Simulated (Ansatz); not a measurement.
# C4H6O: basis-set convergence

Aim: see how fast density functionals converge with the basis set for C4H6O.

Program: Ansatz 0.2.0, Gaussian basis. Level of theory: one geometry, several basis sets. These are calculated values, not measurements.

The runs, in order: PBE0-D4/def2-SVP; ωB97M-V/def2-SVP; PBE0-D4/def2-QZVPP; ωB97M-V/def2-QZVPP; the functionals' def2-TZVPP values are taken from earlier runs.

**1. The relaxed structure**

An earlier PBE0-D4 in a triple-zeta def2 set relaxation fixed the geometry.

11 atoms, charge 0, spin multiplicity 1.

Atoms are counted from 1 here; the program's logs count them from 0.

Bond lengths: C1–C2 1.201 Å, C1–H6 1.064 Å, C2–C3 1.463 Å, C3–C4 1.516 Å, C3–O5 1.417 Å, C3–H7 1.100 Å, C4–H8 1.091 Å, C4–H9 1.091 Å, C4–H10 1.091 Å, O5–H11 0.961 Å. Angles: C2–C1–H6 179.6°, C1–C2–C3 178.9°, C2–C3–C4 112.0°, C2–C3–O5 111.6°, C2–C3–H7 107.4°, C4–C3–O5 107.3°, C4–C3–H7 108.7°, O5–C3–H7 109.8°, C3–C4–H8 109.3°, C3–C4–H9 109.9°, C3–C4–H10 110.5°, H8–C4–H9 108.9°, H8–C4–H10 109.1°, H9–C4–H10 109.0°, C3–O5–H11 108.3°.

**2. PBE0-D4 in def2-SVP**

Contents of in.yaml:

```yaml
crystal:
  periodic: [false, false, false]
  atoms:
    - {symbol: C, position_ang: [-1.033494, 1.938472, -0.696258]}
    - {symbol: C, position_ang: [-0.431463, 0.916404, -0.511276]}
    - {symbol: C, position_ang: [0.297039, -0.336924, -0.313020]}
    - {symbol: C, position_ang: [0.650083, -0.562832, 1.143886]}
    - {symbol: O, position_ang: [-0.462628, -1.453882, -0.741103]}
    - {symbol: H, position_ang: [-1.569790, 2.844395, -0.853483]}
    - {symbol: H, position_ang: [1.227942, -0.273269, -0.896490]}
    - {symbol: H, position_ang: [1.191222, -1.505162, 1.241008]}
    - {symbol: H, position_ang: [-0.259424, -0.613500, 1.743594]}
    - {symbol: H, position_ang: [1.276093, 0.249113, 1.515564]}
    - {symbol: H, position_ang: [-0.820180, -1.259714, -1.611821]}
basis:
  gaussian: {orbitals: def2-SVP}
hamiltonian: {xc: pbe0, dispersion: d4}
output: {orbitals: {seedname: orbitals}}
```

The run is started by

```console
$ ansatz run in.yaml --threads 4 --pin off --events-out ev --progress --plain --max-ram 10444MiB
```

Further steps of the session: ωB97M-V in def2-SVP; PBE0-D4 in def2-QZVPP; ωB97M-V in def2-QZVPP.

Before running them: what should the planned runs give, taken together? Wanted: PBE0-D4: double and triple zeta above quadruple; ωB97M-V: double and triple zeta above quadruple.

The runs gave:

| quantity | value |
| --- | --- |
| PBE0-D4: double and triple zeta above quadruple | 7.56, 0.35 eV |
| ωB97M-V: double and triple zeta above quadruple | 7.85, 0.34 eV |

What this shows: For PBE0-D4 the step from double to triple zeta gains 7.21 eV and the next only 0.35 eV. These are total energies; as a rule much of such shifts cancels in differences, which this series doesn't test. The LUMO of ωB97M-V is positive and keeps falling with the basis (2.98 to 1.62 eV): an unbound level that the basis holds in place.
